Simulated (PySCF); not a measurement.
# The first ionisation energy along group 13

All values are computed (PySCF 2.14, energy differences of UHF-based or UKS calculations, no spin-orbit coupling). Values in eV. The last column holds reference values (NIST; (s) semi-empirical, (t) theoretical, else measured). Unmarked ones compare directly (S terms, centres of terms, or small fine structure); those marked * lie between the lowest fine-structure levels and include a spin-orbit shift.

```json
{"element": "B (cc-pVTZ, non-relativistic)", "configurations": "[He] 2s2 2p1 → [He] 2s2", "UHF": "8.038", "MP2 (valence)": "8.261", "SCS-MP2 (valence)": "8.230", "CCSD (valence)": "8.172", "CCSD(T) (valence)": "8.208", "reference": "8.297"}
{"element": "Al (cc-pV(T+d)Z, non-relativistic)", "configurations": "[Ne] 3s2 3p1 → [Ne] 3s2", "UHF": "5.598", "MP2 (valence)": "5.818", "SCS-MP2 (valence)": "5.803", "CCSD (valence)": "5.912", "CCSD(T) (valence)": "5.943", "reference": "5.977"}
{"element": "Ga (cc-pVTZ-PP with ECP10MDF, ECP)", "configurations": "[Ar] 3d10 4s2 4p1 → [Ar] 3d10 4s2", "UHF": "5.532", "MP2 (valence)": "5.738", "SCS-MP2 (valence)": "5.720", "CCSD (valence)": "5.797", "CCSD(T) (valence)": "5.821", "reference": "5.931"}
{"element": "In (cc-pVTZ-PP with ECP28MDF, ECP)", "configurations": "[Kr] 4d10 5s2 5p1 → [Kr] 4d10 5s2", "UHF": "5.213", "MP2 (valence)": "5.394", "SCS-MP2 (valence)": "5.378", "CCSD (valence)": "5.451", "CCSD(T) (valence)": "5.472", "reference": "5.603"}
```

```tsv
method	elements	mean error (eV)	mean absolute error (eV)	largest error (eV)
UHF	4	-0.357	0.357	-0.399
MP2 (valence)	4	-0.149	0.149	-0.209
SCS-MP2 (valence)	4	-0.170	0.170	-0.226
CCSD (valence)	4	-0.119	0.119	-0.152
CCSD(T) (valence)	4	-0.091	0.091	-0.132
```

Errors include the incompleteness of the basis and the frozen core.

"Valence" correlates the outer s and p shells and, in groups 3 to 12 and the f block, the outer d or f shell, open or full, or the next shell where the ion has no valence electron left; the wider scheme adds the next inner shell.
